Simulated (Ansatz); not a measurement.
Results of r²SCAN (Ansatz, a quantum-chemistry and plane-wave program, plane waves, PAW) for hcp Y.

Settings: plane-wave cutoff 560 eV, 18×18×10 k mesh (along the axes of the cell as run), Fermi–Dirac smearing 0.05 eV, scalar-relativistic PAW data made under PBE.

The volume scan:

```
V (Å³/atom)  E − E_lowest (meV/atom)  P (GPa)
-----------  -----------------------  -------
32.140                          7.18    1.767
32.809                          1.75    0.847
33.479                          0.00    0.000
34.149                          1.65   -0.779
34.818                          6.42   -1.496
```

Question: Estimate the bulk modulus from the pressures at 32.809 and 34.149 Å³/atom, and compare it with a fit to all energies.

Answer: B = −V dP/dV. Between V = 32.809 and 34.149 Å³/atom, dP/dV = (-0.779 − (0.847))/(34.149 − 32.809) = -1.21 GPa per Å³/atom; at the midpoint 33.479 Å³/atom this gives B ≈ 40.6 GPa. The third-order Birch–Murnaghan fit gives V0 = 33.479 Å³/atom, B0 = 40.6 GPa, B′ = 3.1, which lies within 1 % of that estimate.

Shape and atoms are relaxed at each volume.

Measured, for comparison: bulk modulus 41.7 GPa (zero-point energy and finite temperature contributions removed, our sources range from 37.3 to 41.7; as tabulated in doi:10.1021/acs.jctc.3c00612). Computed (rounded) less measured: bulk modulus -3 % (inside the range of the sources held).

Note: the bulk modulus comes from volumes at which shape and atoms were relaxed.

The computed numbers hold no vibrational or temperature effects.

Computing time: around 3 core-minutes (rough).
